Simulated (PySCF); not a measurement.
Broadened absorption spectrum of propargyl chloride

Compound: propargyl chloride, C3H3Cl.
SMILES: `C#CCCl`

Computed with TDDFT wB97X-D/def2-SVPD, vertical, gas phase, core orbitals frozen in the response in PySCF 2.14.0, density-fitted response routines. Isolated species at its GFN2-xTB geometry, gas phase.

Computed states:

| state | E (eV) | f |
| --- | --- | --- |
| S1 | 6.02 | 0.0003 |
| S2 | 6.50 | 0.042 |
| S3 | 6.87 | 0.0011 |
| S4 | 7.01 | 0.0034 |
| S5 | 7.02 | 0.0014 |
| S6 | 7.97 | 0.040 |
| S7 | 8.01 | 0.019 |
| S8 | 8.64 | 0.0000 |

Broadening: Gaussians 0.3 eV wide at half height, area fixed by f = 4.319×10⁻⁹ ∫ε dν̃. The width is an assumption, not a result. The curve ends short of the highest state used, and states not computed would add to its high-energy end.

Problem. Give the broadened spectrum and its maxima.

Solution. 
```csv
λ (nm),ε (L mol⁻¹ cm⁻¹)
154.2,4763
155.4,5289
156.7,4579
157.9,3194
159.1,1809
160.4,781
161.6,295
162.9,84
164.1,22
165.4,5
166.6,2
167.8,6
169.1,19
170.3,48
171.6,110
172.8,198
174.1,315
175.3,415
176.5,479
177.8,487
179.0,447
180.3,389
181.5,375
182.8,475
184.0,739
185.2,1207
186.5,1923
187.7,2670
189.0,3378
190.2,3754
191.5,3742
192.7,3360
193.9,2739
195.2,1976
196.4,1332
197.7,791
198.9,451
200.2,230
201.4,120
202.6,67
203.9,42
205.1,33
206.4,29
207.6,26
208.9,22
210.1,17
211.3,13
212.6,9
213.8,6
215.1,3
216.3,2
217.6,1
218.8,1
220.0,0
221.3,0
222.5,0
```

Maxima: 191 nm (6.50 eV), ε about 3800, made up of S2 (100%); 177 nm (6.99 eV), ε about 490, made up of S3 (13%), S4 (63%) and S5 (24%); 155 nm (7.98 eV), ε about 5300, made up of S6 (68%) and S7 (32%) (ε in L mol⁻¹ cm⁻¹; maxima over ε = 5, shares over 10%).

Problem. On this curve, what absorbance would a 10⁻³ mol/L sample give at 193 nm over a 1 cm path?

Solution. 193 nm is 6.424 eV, where ε is about 3200 L mol⁻¹ cm⁻¹, so A = ε c l ≈ 3.2 (Beer–Lambert, with the gas-phase spectrum and the assumed width).

Problem. What would ε be at 7.98 eV, the highest of these maxima, with half the width (0.15 eV)?

Solution. About 10200 L mol⁻¹ cm⁻¹ against 5290, a factor of about 1.9; a lone state at its own centre would give exactly 2.

Problem. Coming from long wavelengths, where does ε first pass 100 L mol⁻¹ cm⁻¹?

Solution. At about 202 nm (6.15 eV), 0.12 eV above S1.
